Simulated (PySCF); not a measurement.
# CHFO (formyl fluoride) at 6 levels

Aim: a comparison of 6 runs (B2PLYP/STO-3G, PBE0/STO-3G, CCSDT/STO-3G, QCISD(T)/STO-3G, CISD/STO-3G, CCSD(T)/STO-3G) of CHFO (formyl fluoride). 

The calculation is run with PySCF 2.14.0.

2 further runs of the same task are left out: 2 set aside as unsound or not needed.

## (1) The system as given

The species is CHFO (4 atoms), meant as a singlet with charge 0. SMILES: `O=CF`. The shape is that of a GFN2-xTB optimisation.

Bond lengths: O1–C2 1.171 Å, C2–F3 1.341 Å, C2–H4 1.098 Å. Angles: O1–C2–F3 122.3°, O1–C2–H4 129.0°, F3–C2–H4 108.7°.

## (2) The energy at B2PLYP/STO-3G (run 1)

The input, run.py:

```python
from pyscf import gto, dft, mp

mol = gto.Mole()
mol.atom = [
    ('O', (-0.889680, 0.196020, 0.829980)),
    ('C', (-0.049740, 0.073340, 0.022930)),
    ('F', (0.584370, -1.090860, -0.181350)),
    ('H', (0.355050, 0.821510, -0.671560)),
]
mol.basis = 'sto-3g'
mol.verbose = 4
mol.charge = 0
mol.spin = 0
mol.max_memory = 1860
mol.build()

mf = dft.RKS(mol, xc='0.53*HF + 0.47*B88, 0.73*LYP')
mf.grids.level = 5
mf.conv_tol = 1e-10
mf.kernel()
if not mf.converged:
    mf = mf.newton().run(mf.mo_coeff, mf.mo_occ)

pt = mp.MP2(mf, frozen=3).run()
e_tot = mf.e_tot + 0.27 * pt.e_corr
print('PT2 part  %.8f' % (0.27 * pt.e_corr))
print(f'total energy: {e_tot:.8f} hartree')
```

Command:

```sh
OMP_NUM_THREADS=1 python run.py
```

The log of the run:

```text
PySCF version 2.14.0

[INPUT] num. atoms = 4
[INPUT] num. electrons = 24
[INPUT] charge = 0
[INPUT] spin (= nelec alpha-beta = 2S) = 0
[INPUT] symmetry False subgroup None
[INPUT] Mole.unit = angstrom
[INPUT] Symbol           X                Y                Z      unit          X                Y                Z       unit  Magmom
[INPUT]  1 O     -0.889680000000   0.196020000000   0.829980000000 AA   -1.681251538503   0.370424114937   1.568434888867 Bohr   0.0
[INPUT]  2 C     -0.049740000000   0.073340000000   0.022930000000 AA   -0.093994977436   0.138592513976   0.043331420036 Bohr   0.0
[INPUT]  3 F      0.584370000000  -1.090860000000  -0.181350000000 AA    1.104299255412  -2.061426640243  -0.342701832690 Bohr   0.0
[INPUT]  4 H      0.355050000000   0.821510000000  -0.671560000000 AA    0.670947260527   1.552428908591  -1.269064476213 Bohr   0.0

nuclear repulsion = 67.6421796964721
number of shells = 10
number of NR pGTOs = 48
number of NR cGTOs = 16
basis = sto-3g
ecp = {}

******** <class 'pyscf.dft.rks.RKS'> ********
method = RKS
initial guess = minao
damping factor = 0
level_shift factor = 0
DIIS = <class 'pyscf.scf.diis.CDIIS'>
diis_start_cycle = 1
diis_space = 8
diis_damp = 0
SCF conv_tol = 1e-10
SCF conv_tol_grad = None
SCF max_cycles = 50
direct_scf = True
direct_scf_tol = 1e-13
XC library pyscf.dft.libxc version 7.0.0
    S. Lehtola, C. Steigemann, M. J.T. Oliveira, and M. A.L. Marques.,  SoftwareX 7, 1–5 (2018)
XC functionals = 0.53*HF + 0.47*B88, 0.73*LYP
    A. D. Becke.,  Phys. Rev. A 38, 3098 (1988)
    C. Lee, W. Yang, and R. G. Parr.,  Phys. Rev. B 37, 785 (1988)
    B. Miehlich, A. Savin, H. Stoll, and H. Preuss.,  Chem. Phys. Lett. 157, 200 (1989)
radial grids:
    Treutler-Ahlrichs [JCP 102, 346 (1995); DOI:10.1063/1.469408] (M4) radial grids

becke partition: Becke, JCP 88, 2547 (1988); DOI:10.1063/1.454033
pruning grids: <function nwchem_prune>
grids dens level: 5
symmetrized grids: False
atomic radii adjust function: <function treutler_atomic_radii_adjust>
small_rho_cutoff = 0
Set gradient conv threshold to 1e-05
Initial guess from minao.
tot grids = 153376
init E= -210.929209218071
  HOMO = -0.346098947762146  LUMO = 0.0597290063548767  gap/eV = 11.04314
cycle= 1 E= -210.264645401393  delta_E= 0.665  |g|= 0.75  |ddm|= 2.68
  HOMO = -0.150038711254559  LUMO = 0.168045940526817  gap/eV = 8.65552
cycle= 2 E= -210.231046865213  delta_E= 0.0336  |g|= 0.94  |ddm|= 1.81
  HOMO = -0.276296198910586  LUMO = 0.150534235860544  gap/eV = 11.61465
cycle= 3 E= -210.448354383919  delta_E= -0.217  |g|= 0.12  |ddm|= 1.02
  HOMO = -0.265072715655196  LUMO = 0.171003292869123  gap/eV = 11.86623
cycle= 4 E= -210.453274660575  delta_E= -0.00492  |g|= 0.0328  |ddm|= 0.195
  HOMO = -0.274796832129441  LUMO = 0.171794156816165  gap/eV = 12.15236
cycle= 5 E= -210.453642354938  delta_E= -0.000368  |g|= 0.00362  |ddm|= 0.0532
  HOMO = -0.274859809478413  LUMO = 0.171494153086406  gap/eV = 12.14591
cycle= 6 E= -210.453652676213  delta_E= -1.03e-05  |g|= 0.000786  |ddm|= 0.0127
  HOMO = -0.275097378418803  LUMO = 0.171467101241093  gap/eV = 12.15164
cycle= 7 E= -210.453652881108  delta_E= -2.05e-07  |g|= 9.4e-05  |ddm|= 0.0013
  HOMO = -0.275115854535816  LUMO = 0.17148363444912  gap/eV = 12.15259
cycle= 8 E= -210.453652884652  delta_E= -3.54e-09  |g|= 1.01e-05  |ddm|= 0.000176
  HOMO = -0.27511453071884  LUMO = 0.171481636145693  gap/eV = 12.15250
cycle= 9 E= -210.453652884695  delta_E= -4.34e-11  |g|= 1.46e-06  |ddm|= 1.95e-05
  HOMO = -0.275113818786423  LUMO = 0.171481883060187  gap/eV = 12.15249
Extra cycle  E= -210.453652884695  delta_E= -1.14e-13  |g|= 1.39e-06  |ddm|= 3.3e-06
converged SCF energy = -210.453652884695

******** <class 'pyscf.mp.mp2.RMP2'> ********
nocc = 9, nmo = 13
frozen orbitals 3
E(RMP2) = -210.637753282096  E_corr = -0.184100397400801
E(SCS-RMP2) = -210.63961787467  E_corr = -0.185964989974894
E_corr(same-spin) = -0.0403332541223854
E_corr(oppo-spin) = -0.143767143278416
PT2 part  -0.04970711
total energy: -210.50335999 hartree
```

Run time: 2.3 s. Hardware: 1 thread of Arm Neoverse V1, shared host; peak memory 0.18 GiB.

## (3) A single-point energy at PBE0/STO-3G (run 2)

The input, job.py:

```python
# formyl fluoride
from pyscf import gto, dft

system = gto.M(
    atom='O -0.889680 0.196020 0.829980; C -0.049740 0.073340 0.022930; F 0.584370 -1.090860 -0.181350; H 0.355050 0.821510 -0.671560',
    basis='sto-3g',
    verbose=3,
    max_memory=1860,
    charge=0,
)

myscf = dft.RKS(system)
myscf.xc = 'pbe0'
myscf.grids.level = 5
myscf.conv_tol = 1e-10
myscf.kernel()
if not myscf.converged:
    myscf = myscf.newton().run(myscf.mo_coeff, myscf.mo_occ)

etot = myscf.e_tot
print('E = %.10f Eh' % etot)
```

Command:

```sh
OMP_NUM_THREADS=1 python job.py
```

The log of the run:

```text
converged SCF energy = -210.581937266145
E = -210.5819372661 Eh
```

Run time: 2.2 s. Hardware: 1 thread of Arm Neoverse V1, shared host; peak memory 0.18 GiB.

Runs 3 to 5 aren't shown in full; the table further down has their settings and results.

## (4) A single-point energy at CCSD(T)/STO-3G (run 6)

The input, calc.py:

```python
# formyl fluoride
from pyscf import gto, cc

mol = gto.M(
    atom='''
O       -0.889680       0.196020       0.829980
C       -0.049740       0.073340       0.022930
F        0.584370      -1.090860      -0.181350
H        0.355050       0.821510      -0.671560
''',
    verbose=4,
    max_memory=1860,
    basis='sto-3g',
    charge=0,
    spin=0,
)

mf = mol.RHF()
mf.conv_tol = 1e-10
mf.kernel()
if not mf.converged:
    mf = mf.newton().run(mf.mo_coeff, mf.mo_occ)

mycc = cc.CCSD(mf, frozen=3)
mycc.kernel()
e_t = mycc.ccsd_t()
e_final = mycc.e_tot + e_t
print('Final energy', e_final)
```

Command:

```sh
OMP_NUM_THREADS=1 python calc.py
```

The log of the run:

```text
PySCF version 2.14.0

[INPUT] num. atoms = 4
[INPUT] num. electrons = 24
[INPUT] charge = 0
[INPUT] spin (= nelec alpha-beta = 2S) = 0
[INPUT] symmetry False subgroup None
[INPUT] Mole.unit = angstrom
[INPUT] Symbol           X                Y                Z      unit          X                Y                Z       unit  Magmom
[INPUT]  1 O     -0.889680000000   0.196020000000   0.829980000000 AA   -1.681251538503   0.370424114937   1.568434888867 Bohr   0.0
[INPUT]  2 C     -0.049740000000   0.073340000000   0.022930000000 AA   -0.093994977436   0.138592513976   0.043331420036 Bohr   0.0
[INPUT]  3 F      0.584370000000  -1.090860000000  -0.181350000000 AA    1.104299255412  -2.061426640243  -0.342701832690 Bohr   0.0
[INPUT]  4 H      0.355050000000   0.821510000000  -0.671560000000 AA    0.670947260527   1.552428908591  -1.269064476213 Bohr   0.0

nuclear repulsion = 67.6421796964721
number of shells = 10
number of NR pGTOs = 48
number of NR cGTOs = 16
basis = sto-3g
ecp = {}

[... 39 lines left out ...]
converged SCF energy = -209.826652032091
[... 12 lines left out ...]
Init t2, MP2 energy = -209.957729843344  E_corr(MP2) -0.131077811253662
[... 12 lines left out ...]
CCSD converged
[... 2 lines left out ...]
Final energy -209.9849740049814
```

Run time: 0.84 s. Hardware: 1 thread of Arm Neoverse V1, shared host; peak memory 0.12 GiB.

## (5) All runs side by side

```tsv
run	level	frozen core orbitals	integration grid	energy (Eh)	dipole moment (D) of the reference	HOMO energy (eV)	LUMO energy (eV)	wall time
1	B2PLYP/STO-3G	3	5	-210.503360	1.38	-7.49	4.67	2.3 s
2	PBE0/STO-3G	–	5	-210.581937	1.33	-5.65	2.87	2.2 s
3	CCSDT/STO-3G	3	–	-209.986057	1.47	-10.52	7.91	1.5 s
4	QCISD(T)/STO-3G	3	–	-209.985996	1.47	-10.52	7.91	0.72 s
5	CISD/STO-3G	3	–	-209.972620	1.47	-10.52	7.91	0.76 s
6	CCSD(T)/STO-3G	3	–	-209.984974	1.47	-10.52	7.91	0.84 s
```

## (6) Outcome

| quantity | value |
| --- | --- |
| run 6: total energy | -209.98497 Eh |
| run 6: dipole moment (Hartree–Fock density) | 1.47 D |
| run 6: HOMO energy (Hartree–Fock orbitals) | -10.52 eV |
| run 6: LUMO energy (Hartree–Fock orbitals) | 7.91 eV |
| run 6: HOMO–LUMO gap (Hartree–Fock orbitals) | 18.43 eV |
| run 6: correlation energy (3 core orbitals frozen) | -158.3 mEh |
| run 6: (T) correction | -5.91 mEh |
| run 6: T1 diagnostic | 0.013 |

**Reading.** Totals of different functionals can't be ranked against each other. In runs 1, 2, 3, 4, 5, 6 the basis is minimal, so the values are rough. All runs together took 8.3 s, the longest 2.3 s.
